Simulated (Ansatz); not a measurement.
# C₄H₈N₂: a ladder of functionals and wavefunction methods

How much do the methods differ for C₄H₈N₂? The plan is to run it at one geometry with functionals of several rungs and with coupled cluster, and see how far each lands from CCSD(T) at the basis-set limit for the atomisation energy.

The runs use Ansatz 0.2.0, Gaussian basis; functionals in def2-TZVPP, the program's frozen cores in correlated methods.

The runs, in order: PBE-D4, r2SCAN-D4, PBE0-D4, B3LYP-D4, ωB97X-V, ωB97M-V, B2PLYP; CCSD(T)/def2-TZVPP; MP2/def2-QZVPP; extrapolation to the limit.

### 1 Structure used throughout

All runs share one geometry, relaxed beforehand with PBE0-D4 in a triple-zeta def2 set.

SMILES `CC1(N)CC1=N`, 14 atoms, charge 0, spin multiplicity 1.

Atoms are counted from 1 here; the program's logs count them from 0.

Bond lengths: C1–C2 1.502 Å, C1–H7 1.091 Å, C1–H8 1.093 Å, C1–H9 1.094 Å, C2–N3 1.441 Å, C2–C4 1.537 Å, C2–C5 1.475 Å, N3–H10 1.013 Å, N3–H11 1.014 Å, C4–C5 1.463 Å, C4–H12 1.087 Å, C4–H13 1.086 Å, C5–N6 1.255 Å, N6–H14 1.023 Å. Angles: C2–C1–H7 111.2°, C2–C1–H8 109.9°, C2–C1–H9 110.7°, H7–C1–H8 109.1°, H7–C1–H9 107.7°, H8–C1–H9 108.2°, C1–C2–N3 113.0°, C1–C2–C4 117.8°, C1–C2–C5 119.8°, N3–C2–C4 116.8°, N3–C2–C5 120.7°, C4–C2–C5 58.1°, C2–N3–H10 110.9°, C2–N3–H11 110.3°, H10–N3–H11 106.9°, C2–C4–C5 58.8°, C2–C4–H12 118.3°, C2–C4–H13 117.0° and more.

### 2 PBE-D4 (GGA)

Contents of in.yaml:

```yaml
crystal:
  periodic: [false, false, false]
  atoms:
    - {symbol: C, position_ang: [-0.659850, -1.416349, -0.180318]}
    - {symbol: C, position_ang: [0.166428, -0.162478, -0.145889]}
    - {symbol: N, position_ang: [1.582224, -0.419614, -0.221645]}
    - {symbol: C, position_ang: [-0.357787, 1.063441, -0.910395]}
    - {symbol: C, position_ang: [-0.344493, 1.032152, 0.551734]}
    - {symbol: N, position_ang: [-0.550127, 1.725293, 1.578003]}
    - {symbol: H, position_ang: [-1.725850, -1.187100, -0.138518]}
    - {symbol: H, position_ang: [-0.449086, -1.975156, -1.095298]}
    - {symbol: H, position_ang: [-0.424515, -2.058440, 0.673921]}
    - {symbol: H, position_ang: [2.105545, 0.447029, -0.250609]}
    - {symbol: H, position_ang: [1.892228, -0.924554, 0.601697]}
    - {symbol: H, position_ang: [0.361776, 1.701245, -1.417679]}
    - {symbol: H, position_ang: [-1.301306, 0.949531, -1.435427]}
    - {symbol: H, position_ang: [-0.308187, 1.195802, 2.419224]}
basis:
  gaussian: {orbitals: def2-TZVPP}
hamiltonian: {xc: pbe, dispersion: d4}
output: {forces: true, orbitals: {seedname: orbitals}}
```

On the command line:

```console
ansatz run in.yaml --threads 4 --pin off --events-out ev --progress --plain --max-ram 10444MiB
```

After this run come: r2SCAN-D4 (meta-GGA); PBE0-D4 (hybrid); B3LYP-D4 (hybrid); ωB97X-V (range-separated); ωB97M-V (range-separated); B2PLYP (double hybrid); CCSD(T) in def2-TZVPP; MP2 in def2-QZVPP.

Q: Predict the results of all the runs planned. Wanted: atomisation energy, CCSD(T)/CBS; farthest; mean size of error, hybrid; mean size of error, range-separated; gap, smallest and largest; T1 diagnostic; triples share of the correlation energy.

As calculated:

```
                               quantity                                 value
        atomisation energy, CCSD(T)/CBS                         5570.2 kJ/mol
 functionals within 27.9 kJ/mol (0.5 %)                             r2SCAN-D4
                               farthest                PBE-D4 (+216.2 kJ/mol)
             mean size of error, hybrid                           59.3 kJ/mol
    mean size of error, range-separated                           40.0 kJ/mol
              gap, smallest and largest  3.58 eV (PBE-D4), 10.71 eV (ωB97X-V)
                          T1 diagnostic                                0.0114
triples share of the correlation energy                                 4.3 %
```

What this shows: PBE-D4 is off by +216.2 kJ/mol. Double hybrids carry the basis error of their MP2 part in triple zeta, and no dispersion term here, so their miss is partly the set-up's. Misses under about 27.9 kJ/mol are within the doubt on the reference itself, which lacks core-valence correlation, relativity and higher excitations. Hartree-Fock recovers 70 % of the binding; the rest is correlation. The gap grows from 3.6 to 10.7 eV across the functionals, mostly with the share of exact exchange.
